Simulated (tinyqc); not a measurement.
RKS/exchange-only LDA in the sto-3g basis, for H2O, spin multiplicity 1, step by step. One step of it, computed by the program tinyqc.

Problem. Iteration 2: DIIS coefficients. Solve [B -1; -1 0][c; lambda] = [0; -1] for the coefficients, which sum to one.

B (overlaps of the stored error matrices):
```
                1               2
1   1.6344625e+00  -1.5387817e+00
2  -1.5387817e+00   2.7355652e+00
```

Give: DIIS coefficients.

Solution.

DIIS coefficients: 0.574  0.426
